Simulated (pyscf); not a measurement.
PySCF, gas phase, ωB97X-D3(BJ)/def2-SVP geometries. MP2 and CC: frozen core, UHF for open shells. ΔMP2 is the change of the MP2 total energy from the triple- to the quadruple-zeta basis.

Task: PBE/def2-TZVP puts the barrier of H₃Si–AsH–SiH₃ (SMILES [SiH3][AsH][SiH3]) → H₂Si=AsH (SMILES [SiH2]=[AsH]) + SiH₄ (SMILES [SiH4]) (elimination; singlet surface; H–Si, As–Si broken, H–Si formed) at 51.9 kcal/mol and the reaction energy at +35.5 kcal/mol, from the reactant's lowest minimum found. What do r²SCAN/def2-TZVP, ωB97M-D3(BJ)/def2-TZVP, CCSD(T)/def2-TZVPP + ΔMP2(QZVPP) give on the same structures?

Result: r²SCAN: ΔE‡ = 55.1 kcal/mol, ΔE = +38.3 kcal/mol; ωB97M-D3(BJ): ΔE‡ = 57.8 kcal/mol, ΔE = +38.6 kcal/mol; CCSD(T): ΔE‡ = 58.8 kcal/mol, ΔE = +36.9 kcal/mol. PBE's barrier lies under all of them, by 3.2 to 6.9 kcal/mol. Its reaction energy lies under all of them, by 1.4 to 3.1 kcal/mol. At the saddle there is also a short Si–Si contact that neither side keeps. One saddle was located; it need not be the lowest between these sides. The CCSD(T) − MP2 part came from Ansatz, without density fitting, on the same reference. The frozen core leaves the outer d or s,p core shells of the metals and heavy elements correlated in the MP2 and CC values, and def2-TZVPP describes them poorly, which can shift differences by a few kcal/mol. Elements up to Kr have no core potential and no relativistic terms here.
